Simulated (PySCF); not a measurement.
# C2HF (fluoroacetylene): levels of theory compared

Wanted: a comparison of 4 runs (M06-2X/STO-6G, PBE/STO-6G, PBE0/STO-6G, CCSDTQ/STO-6G) of C2HF (fluoroacetylene). Input form: a Python script.

Program for the calculation: PySCF 2.14.0.

### Step 1. The structure to begin with

The species is C2HF (4 atoms), meant as a singlet with charge 0. As SMILES, `C#CF`. The shape is that of a PBE0-D4/def2-TZVP optimisation.

Bond lengths: C1–C2 1.192 Å, C2–F3 1.270 Å, C1–H4 1.063 Å. Angles: C1–C2–F3 180.0°, C2–C1–H4 180.0°.

### Step 2. A single-point energy at M06-2X/STO-6G (run 1)

Contents of input.py:

```python
from pyscf import gto, dft

mol = gto.M(
    atom='''
C       -0.361030       0.453110      -0.290220
C        0.303270      -0.380840       0.243810
F        1.010600      -1.269010       0.812300
H       -0.952830       1.196740      -0.765890
''',
    verbose=3,
    charge=0,
    spin=0,
    max_memory=1860,
    basis='sto-6g',
)

mf = dft.RKS(mol, xc='m06-2x')
mf.grids.level = 5
mf.conv_tol = 1e-10
mf.kernel()
if not mf.converged:
    mf = mf.newton().run(mf.mo_coeff, mf.mo_occ)

e_tot = mf.e_tot
print(f'total energy: {e_tot:.8f} hartree')
```

Started as:

```sh
OMP_NUM_THREADS=1 python input.py
```

What it wrote:

```text
converged SCF energy = -175.774770987004
total energy: -175.77477099 hartree
```

Wall time 4.8 s (1 thread of AMD EPYC 7R43 (Zen 3), shared host); peak memory 0.19 GiB.

### Step 3. The energy at PBE/STO-6G (run 2)

Contents of input.py:

```python
from pyscf import gto, dft

mol = gto.M(
    atom='''
C     -0.682248     0.856254    -0.548436
C      0.573097    -0.719683     0.460734
F      1.909757    -2.398081     1.535025
H     -1.800588     2.261511    -1.447322
''',
    basis='sto-6g',
    max_memory=1860,
    verbose=4,
    unit='bohr',
)

calc0 = dft.RKS(mol)
calc0.xc = 'pbe'
calc0.conv_tol = 1e-10
calc0.grids.level = 5
calc0.kernel()
if not calc0.converged:
    calc0 = calc0.newton().run(calc0.mo_coeff, calc0.mo_occ)

e_final = calc0.e_tot
print('E = %.10f Eh' % e_final)
```

Started as:

```sh
OMP_NUM_THREADS=1 python input.py
```

What it wrote:

```text
PySCF version 2.14.0

[... 73 lines left out ...]
converged SCF energy = -175.633523442919
E = -175.6335234429 Eh
```

It took 4.5 s on 1 thread of AMD EPYC 7R43 (Zen 3), shared host; peak memory 0.18 GiB.

### Step 4. The energy at PBE0/STO-6G (run 3)

Contents of input.py:

```python
# C#CF
from pyscf import gto, dft

molecule = gto.M(
    atom=[
    ('C', (-0.361030, 0.453110, -0.290220)),
    ('C', (0.303270, -0.380840, 0.243810)),
    ('F', (1.010600, -1.269010, 0.812300)),
    ('H', (-0.952830, 1.196740, -0.765890)),
],
    max_memory=1860,
    basis='sto-6g',
    verbose=3,
)

mf = dft.RKS(molecule, xc='pbe0')
mf.conv_tol = 1e-10
mf.grids.level = 5
mf.kernel()
if not mf.converged:
    mf = mf.newton().run(mf.mo_coeff, mf.mo_occ)

e_tot = mf.e_tot
print(f'total energy: {e_tot:.8f} hartree')
```

Started as:

```sh
OMP_NUM_THREADS=1 python input.py
```

What it wrote:

```text
converged SCF energy = -175.654675427477
total energy: -175.65467543 hartree
```

It took 3.9 s on 1 thread of AMD EPYC 7R43 (Zen 3), shared host; peak memory 0.18 GiB.

### Step 5. The energy at CCSDTQ/STO-6G (run 4)

Contents of run.py:

```python
from pyscf import gto, scf, cc

mol = gto.M(
    atom='''
C     -0.682248     0.856254    -0.548436
C      0.573097    -0.719683     0.460734
F      1.909757    -2.398081     1.535025
H     -1.800588     2.261511    -1.447322
''',
    basis='sto-6g',
    unit='bohr',
    charge=0,
    max_memory=1860,
    verbose=3,
)

mf = scf.RHF(mol)
mf.conv_tol = 1e-10
mf.kernel()
if not mf.converged:
    mf = mf.newton().run(mf.mo_coeff, mf.mo_occ)

mycc = cc.CCSDTQ(mf, frozen=3)
mycc.kernel()
e_tot = mycc.e_tot
print('E(%s) = %.9f' % ('CCSDTQ', e_tot))
```

Started as:

```sh
OMP_NUM_THREADS=1 python run.py
```

What it wrote:

```text
converged SCF energy = -174.972458063246
_make_eris_incore_RCCSDTQ
RCCSDTQ converged
E(RCCSDTQ) = -175.1601047636657   E_corr = -0.1876467004195492
E_corr(same-spin) = -0.0260631775221848
E_corr(oppo-spin) = -0.161583522897364
E(CCSDTQ) = -175.160104764
```

Run time: 36 s. Hardware: 1 thread of AMD EPYC 7R43 (Zen 3), shared host; peak memory 0.14 GiB.

### Step 6. All runs side by side

```csv
run,level,integration grid,frozen core orbitals,energy (Eh),dipole moment (D) of the reference,HOMO energy (eV),LUMO energy (eV),wall time
1,M06-2X/STO-6G,5,–,-175.774771,0.16,-7.22,6.59,4.8 s
2,PBE/STO-6G,5,–,-175.633523,0.23,-4.22,4.06,4.5 s
3,PBE0/STO-6G,5,–,-175.654675,0.04,-5.78,5.36,3.9 s
4,CCSDTQ/STO-6G,–,3,-175.160105,0.56,-9.21,10.71,36 s
```

### Step 7. Results

| quantity | value |
| --- | --- |
| run 4: total energy | -175.16010 Eh |
| run 4: dipole moment (Hartree–Fock density) | 0.56 D |
| run 4: HOMO energy (Hartree–Fock orbitals) | -9.21 eV |
| run 4: LUMO energy (Hartree–Fock orbitals) | 10.71 eV |
| run 4: HOMO–LUMO gap (Hartree–Fock orbitals) | 19.91 eV |
| run 4: correlation energy (3 core orbitals frozen) | -187.6 mEh |
| run 4: T1 diagnostic | 0.008 |

Over runs 1, 2, 3 the dipole moment (its size) runs from 0.04 D (PBE0/STO-6G) to 0.23 D (PBE/STO-6G). The two dipoles point in opposite directions. Over runs 1, 2, 3 the HOMO–LUMO gap runs from 8.28 eV (PBE/STO-6G) to 13.81 eV (M06-2X/STO-6G). Totals of different functionals can't be ranked against each other. In runs 1, 2, 3, 4 the basis is minimal, so the values are rough. All runs together took 50 s, the longest 36 s.
